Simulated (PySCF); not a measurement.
An unknown is described by computed data only.

Formula: C2H7Al.

* 13C NMR: chemical shifts (computed TMS as zero) by class: 13.2 (1 C), 11.6 (1 C) ppm [GIAO PBE/pcSseg-2]
* 1H NMR: chemical shifts (computed TMS as zero) by class: 5.65 (2 H), 1.27 (3 H), 0.60 (2 H) ppm [GIAO PBE/pcSseg-2]
* Rotational structure: rotational constants A, B, C: 26.685, 4.682, 4.187 GHz [PBE0-D3(BJ)/def2-SVP]
* Dipole: 0.71 D [CAM-B3LYP/def2-SVPD]
* XPS: C1s 289.8, C1s 290.6, Al1s 1566.8 eV [ΔSCF SCAN, pcX-2 on the ionised atom, pcseg-1 elsewhere, spin-free X2C]
* Valence photoelectron: vertical ionisation energy: 9.84 eV [ΔSCF CAM-B3LYP/def2-SVPD]

Electronic properties: PySCF, gas phase, density fitting. Levels stand in brackets. Isolated species at its PBE0-D3(BJ)/def2-SVP geometry (one conformer only). NMR classes are plain means over equivalent atoms (diastereotopic ones count apart unless rotation or inversion swaps them), as if these changed places fast.

Question: What is the compound? Reason from the data.

Answer: Numbering: `[CH3:1][CH2:2][AlH2:3]`. 2 carbons fall into 2 classes; from least to most shielded: chain CH2 carbon [C2] (13.2 ppm), methyl carbon [C1] (11.6 ppm). Hydrogen classes from least to most shielded: 2 H on an aluminium bonded to C and 2 H, Al3 (5.65 ppm), 3 H on a methyl carbon, C1 (1.27 ppm), 2 H on a chain CH2 carbon, C2 (0.60 ppm). The core levels belong to: C1s 289.8 eV, chain CH2 carbon [C2]; C1s 290.6 eV, methyl carbon [C1]; Al1s 1566.8 eV, aluminium bonded to C and 2 H [Al3]. The first electron is taken from the HOMO, whose largest Löwdin shares are 0.39 on the chain CH2 carbon, 0.22 on the aluminium bonded to C and 2 H, 0.11 on the methyl carbon and 0.06 on an Al–H hydrogen. By its constants the optimised geometry is an asymmetric top. Structure: `C[CH2][AlH2]`. Computed isomers that give other values at the same levels: `[H][Al]([CH3])[CH3]` (core binding energies: C1s 289.7 (×2), Al1s 1566.5 eV). The assignments are read from this structure; whether some other isomer fits the data as well wasn't checked.
